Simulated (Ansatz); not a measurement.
# B3LYP/6-31G(d) (spherical functions) run of SO3 (sulfur trioxide)

Aim: the energy change on altering one bond length of SO3 (sulfur trioxide) at B3LYP/6-31G* (spherical functions), from 2 runs. 

Program for the calculation: Ansatz 0.2.0.

36 further runs of the same task are left out: 2 that didn't finish, 34 set aside as unsound or not needed.

## 1. The structure to begin with

SO3: 4 atoms, total charge 0, spin state singlet. As SMILES, `O=S(=O)=O`. The shape is that of a PBE0-D4/def2-TZVP optimisation.

Bond lengths: O1–S2 1.419 Å, S2–O3 1.419 Å, S2–O4 1.419 Å. Angles: O1–S2–O3 120.0°, O1–S2–O4 120.0°, O3–S2–O4 120.0°.

## 2. A single-point energy at B3LYP/6-31G(d) (spherical functions)

Contents of run.yaml:

```yaml
crystal:
  periodic: [false, false, false]
  atoms:
    - symbol: O
      position_ang: [-1.121570, -0.684610, 0.536720]
    - symbol: S
      position_ang: [0.000010, -0.000030, -0.000040]
    - symbol: O
      position_ang: [1.308940, -0.327680, 0.440460]
    - symbol: O
      position_ang: [-0.187380, 1.012320, -0.977150]
basis:
  gaussian:
    orbitals: 6-31G_st_-spherical.json
hamiltonian:
  xc: {name: B3LYP}
accuracy: high
output: {orbitals: {seedname: orbitals}}
```

The basis set 6-31G* is read from a file made from the Basis Set Exchange's data (not shown).

Launch:

```console
$ ansatz run run.yaml --threads 1 --pin off --max-ram 3480MiB --events-out events.jsonl --progress --plain --runs-dir runs
```

Log:

```text
Warning: RAYON_NUM_THREADS=1 ignored (pool sized by the plan → 1); use --threads N
Functional definition: B3LYP
  name "B3LYP"
  parameter a0 = 0.2
  parameter ax = 0.72
  parameter ac = 0.81
  exchange = (1 - a0 - ax)*slater_x + ax*b88_x + a0*exact_x
  correlation = (1 - ac)*vwn_rpa_c + ac*lyp_c
1203 factors; integrals over basis functions are off by at most 3.5e-9 eV
mean field evaluation 1: about -16962.6986 eV, gradient 7.7e1 eV
mean field evaluation 2: about -16944.5577 eV, gradient 1.3e2 eV
mean field evaluation 4: about -16972.7801 eV, gradient 2.0e0 eV
mean field evaluation 8: about -16973.0470 eV, gradient 1.5e-1 eV
mean field evaluation 16: about -16973.0470 eV, gradient 2.0e-5 eV
mean field -16973.04702585 eV, -623.7479734553 hartree, gradient 2.2e-8 eV, S^2 0.000000; 0 other end points of the search recorded, 0 dependent functions left out
reference -16973.04705085 eV, -623.7479743744 hartree; 20, 20 occupied and 40, 40 virtual orbitals, 1203 factors
Total energy: -16973.04705085 eV, -623.7479743744 hartree
```

Wall time 2.7 s (1 thread of Arm Neoverse V2, shared host); peak memory 0.15 GiB.

## 3. The distorted shape

Contents of molecule.yaml:

```yaml
crystal:
  periodic: [false, false, false]
  atoms:
    - {symbol: O, position_ang: [-2.467478, -1.506113, 1.180838]}
    - {symbol: S, position_ang: [0.000010, -0.000030, -0.000040]}
    - {symbol: O, position_ang: [1.308940, -0.327680, 0.440460]}
    - {symbol: O, position_ang: [-0.187380, 1.012320, -0.977150]}
basis:
  gaussian:
    orbitals: 6-31G_st_-spherical.json
hamiltonian:
  xc: {name: B3LYP}
accuracy: high
output: {orbitals: {seedname: orbitals}}
```

The basis set 6-31G* is read from a file made from the Basis Set Exchange's data (not shown).

Launch:

```console
$ ansatz run molecule.yaml --threads 1 --pin off --max-ram 3480MiB --events-out events.jsonl --progress --plain --runs-dir runs
```

Log, cut to the lines that bear on the results:

```text
Warning: RAYON_NUM_THREADS=1 ignored (pool sized by the plan → 1); use --threads N
[... 7 set-up lines as earlier in the session ...]
1120 factors; integrals over basis functions are off by at most 3.4e-9 eV
mean field evaluation 1: about -16948.8129 eV, gradient 8.6e1 eV
mean field evaluation 2: about -16731.3381 eV, gradient 1.7e2 eV
mean field evaluation 4: about -16929.6030 eV, gradient 9.2e1 eV
mean field evaluation 8: about -16967.4450 eV, gradient 7.7e-1 eV
mean field evaluation 16: about -16967.4464 eV, gradient 5.9e-7 eV
mean field evaluation 32: about -16967.3911 eV, gradient 7.0e-1 eV
mean field -16967.44638840 eV, -623.5421538254 hartree, gradient 7.3e-8 eV, S^2 0.000000; 4 other end points of the search recorded, 0 dependent functions left out
reference -16967.44641563 eV, -623.5421548260 hartree; 20, 20 occupied and 40, 40 virtual orbitals, 1120 factors
Total energy: -16967.44641563 eV, -623.5421548260 hartree
```

Run time: 5.4 s. Hardware: 1 thread of Arm Neoverse V2, shared host; peak memory 0.16 GiB.

## 4. Results

At B3LYP/6-31G* (spherical functions):

| quantity | value |
| --- | --- |
| first shape: total energy | -623.74797 Eh |
| first shape: HOMO energy | -9.41 eV |
| first shape: LUMO energy | -2.46 eV |
| first shape: HOMO–LUMO gap | 6.95 eV |
| distorted shape: total energy | -623.54215 Eh |
| distorted shape: HOMO energy | -9.05 eV |
| distorted shape: LUMO energy | -6.94 eV |
| distorted shape: HOMO–LUMO gap | 2.11 eV |
| energy change with the O1–S2 bond stretched from 1.419 to 3.123 Å | 5.601 eV |

What this shows: One bond (distorted shape) is far stretched, which a spin-restricted single reference describes badly; a broken-symmetry solution may lie lower. With the O1–S2 bond stretched from 1.419 to 3.123 Å the energy rises by 5.60 eV (540 kJ/mol). The first shape isn't relaxed at this level, so the change isn't measured from a minimum. A restricted reference can't describe the breaking bond well at this length.
